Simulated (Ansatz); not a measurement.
# SiP (doublet): the correlation ladder, 6-31G

How much of the correlation energy of SiP (doublet) does each wave-function method recover here?

Computed with Ansatz 0.2.0, Gaussian basis. Level: 6-31G, core rule «outside noble gas», up to 10 orbitals frozen.

The runs, in order: UHF; CCSD(T) on ROHF; CCSD(T) on UHF; BCCD(T) on ROHF; CISD; CCSDT(Q) on ROHF; CCSDT(Q) on UHF; CISDTQ; CCSDTQ on ROHF; CCSDTQ on UHF; CASSCF and MRCISD+Q, 9 electrons in 8 orbitals; CASSCF and NEVPT2, 9 electrons in 8 orbitals; Full CI.

16 further runs of the same task are left out: 5 that didn't finish, 11 set aside as unsound or not needed.

### Step 1. The system

The geometry is a PBE0/def2-TZVP stationary point (not a proven minimum) of the parent state, kept for this charge and spin.

2 atoms, charge 0, spin multiplicity 2.

Atoms are counted from 1 here; the program's logs count them from 0.

Bond lengths: Si1–P2 2.343 Å.

Coordinates:

```xyz
2
charge 0, multiplicity 2
Si    0.00000    0.00000    0.00000
P     0.00000    0.00000    2.34300
```

### Step 2. UHF

in.yaml

```yaml
crystal:
  periodic: [false, false, false]
  atoms:
    - {symbol: Si, position_ang: [0.000000, 0.000000, 0.000000]}
    - {symbol: P, position_ang: [0.000000, 0.000000, 2.343000]}
basis:
  gaussian: {orbitals: 6-31G}
magnetization: {spin_polarized: true, initial_magnetization: 1}
hamiltonian: {xc: hf}
output: {orbitals: {seedname: orbitals}}
```

The run is started by

```
$ ansatz run in.yaml --threads 1 --pin off --events-out ev --progress --plain --max-ram 2393MiB
```

The runs that follow: CCSD(T) on ROHF; CCSD(T) on UHF; BCCD(T) on ROHF; CISD; CCSDT(Q) on ROHF; CCSDT(Q) on UHF; CISDTQ; CCSDTQ on ROHF; CCSDTQ on UHF; CASSCF and MRCISD+Q, 9 electrons in 8 orbitals; CASSCF and NEVPT2, 9 electrons in 8 orbitals; Full CI.

Q: Predict the results of all the runs planned. Wanted: FCI below the RHF energy; RMP2 from FCI; UMP2 from FCI; RCCSD from FCI; RCCSD(T) from FCI; UCCSD(T) from FCI; RCCSDT(Q) from FCI; UCCSDT(Q) from FCI; NEVPT2 valence from FCI.

As calculated:

| quantity | value |
| --- | --- |
| FCI below the RHF energy | -3.4167 eV |
| RMP2 from FCI | +656.7 meV |
| UMP2 from FCI | +1139.9 meV |
| RCCSD from FCI | +217.5 meV |
| RCCSD(T) from FCI | +62.1 meV |
| UCCSD(T) from FCI | +59.9 meV |
| RCCSDT(Q) from FCI | +8.4 meV |
| UCCSDT(Q) from FCI | -0.3 meV |
| NEVPT2 valence from FCI | +271.3 meV |
| MRCISD+Q valence from FCI | +1.8 meV |
| levels within 1 kcal/mol (43 meV) | RCCSDT, UCCSDT, CISDTQ, RCCSDT(Q), UCCSDT(Q), RCCSDTQ, UCCSDTQ, MRCISD valence, MRCISD+Q valence |
| T1 diagnostic | 0.048 |
| effectively unpaired electrons | 1.26 |

What this shows: RCCSD(T) misses by +62.1 meV, 1.8 % of the correlation energy. The occupations show some static correlation. Of the multireference levels listed MRCISD+Q valence comes nearest in total energy (+1.8 meV), which doesn't show that its space is the better one. These misses are within one basis, not against nature; the frozen cores of restricted and unrestricted runs differ, which can shift their rows.
